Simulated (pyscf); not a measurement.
Single points on ωB97X-D3(BJ)/def2-SVP structures (PySCF, gas phase). MP2 and CC: frozen core, UHF for open shells. ΔMP2 is the change of the MP2 total energy from the triple- to the quadruple-zeta basis.

SMILES: [SiH3]N([SiH])[SiH3]
```xyz
11

Si     1.4066    -0.5478    -0.5331
N     -0.1161    -0.2977     0.2725
Si    -0.2554    -0.4916     2.0182
Si    -1.5363     0.1559    -0.6751
H      0.8624    -0.2380    -1.9423
H      1.0837    -0.8710     2.5454
H     -1.2510    -1.5531     2.3442
H     -0.7082     0.7830     2.6467
H     -2.6855     0.3007     0.2695
H     -1.8628    -0.8980    -1.6742
H     -1.3153     1.4541    -1.3688
```

How much does it cost (ΔH, 298 K, CCSD(T)/def2-TZVPP + ΔMP2(QZVPP)) to split :HSi–N(SiH₃)–SiH₃ [singlet] at its N–Si bond into [HSi=N–SiH₃]• + SiH₃•?

N–Si to [HSi=N–SiH₃]• + SiH₃•: 3.67 eV. The radicals are drawn with the spin at the cut bond; how far it spreads was not checked. Other isomers of :HSi–N(SiH₃)–SiH₃ [singlet], [HSi=N–SiH₃]• were not searched in full and may lie lower. The CCSD(T) − MP2 part came from Ansatz, without density fitting, on the same reference.
